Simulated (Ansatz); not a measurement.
**C₂H₅NOS: small, medium and large basis sets**

One table from this session's results is given with a row withheld; the runs are named, their logs left out.

The runs use Ansatz 0.2.0, Gaussian basis; one geometry, several basis sets.

Levels to be run: PBE0-D4/def2-SVP; ωB97M-V/def2-SVP; PBE0-D4/def2-QZVPP; ωB97M-V/def2-QZVPP; the functionals' def2-TZVPP values are taken from earlier runs.

### Structure used throughout

An earlier PBE0-D4 in a triple-zeta def2 set relaxation fixed the geometry.

10 atoms, charge 0, spin multiplicity 1.

Atoms are counted from 1 here; the program's logs count them from 0.

Bond lengths: C1–N2 1.435 Å, C1–H6 1.098 Å, C1–H7 1.090 Å, C1–H8 1.098 Å, N2–C3 1.255 Å, C3–O4 1.344 Å, C3–S5 1.767 Å, O4–H9 0.968 Å, S5–H10 1.341 Å. Angles: N2–C1–H6 112.1°, N2–C1–H7 109.2°, N2–C1–H8 112.2°, H6–C1–H7 107.5°, H6–C1–H8 108.2°, H7–C1–H8 107.5°, C1–N2–C3 121.7°, N2–C3–O4 121.1°, N2–C3–S5 130.7°, O4–C3–S5 108.2°, C3–O4–H9 105.6°, C3–S5–H10 95.1°.

Set-up of the first run:

in.yaml

```yaml
crystal:
  periodic: [false, false, false]
  atoms:
    - {symbol: C, position_ang: [0.583328, 0.309649, 1.180780]}
    - {symbol: N, position_ang: [-0.118876, -0.680056, 0.414365]}
    - {symbol: C, position_ang: [-0.475577, -0.467328, -0.770416]}
    - {symbol: O, position_ang: [-1.133499, -1.402387, -1.476494]}
    - {symbol: S, position_ang: [-0.265969, 0.954150, -1.798135]}
    - {symbol: H, position_ang: [1.550557, 0.570503, 0.731339]}
    - {symbol: H, position_ang: [0.781186, -0.082301, 2.178558]}
    - {symbol: H, position_ang: [0.000406, 1.232680, 1.298691]}
    - {symbol: H, position_ang: [-1.227987, -2.158987, -0.880462]}
    - {symbol: H, position_ang: [0.389434, 1.673078, -0.875427]}
basis:
  gaussian: {orbitals: def2-SVP}
hamiltonian: {xc: pbe0, dispersion: d4}
output: {orbitals: {seedname: orbitals}}
```

The run is started by

```
$ ansatz run in.yaml --threads 4 --pin off --events-out ev --progress --plain --max-ram 10444MiB
```

Steps of the session up to this table: PBE0-D4 in def2-SVP; ωB97M-V in def2-SVP; PBE0-D4 in def2-QZVPP; ωB97M-V in def2-QZVPP.

One table of the session follows, with a row left open; its other results are not shown here.

It belongs to the step «Density functionals: the series». 

```
functional       basis  HOMO (eV)  LUMO (eV)
   PBE0-D4    def2-SVP      -7.15       0.69
   PBE0-D4  def2-TZVPP      -7.29       0.38
   PBE0-D4  def2-QZVPP      -7.33       0.27
   ωB97M-V    def2-SVP      -9.31       2.89
   ωB97M-V  def2-TZVPP          ?          ?
   ωB97M-V  def2-QZVPP      -9.52       1.68
```

Q: Estimate the row for ωB97M-V, def2-TZVPP from the others.

**Answer.** HOMO (eV): -9.48; LUMO (eV): 2.30. In the column «HOMO (eV)» it lies between ωB97M-V, def2-QZVPP (-9.52) and ωB97M-V, def2-SVP (-9.31).
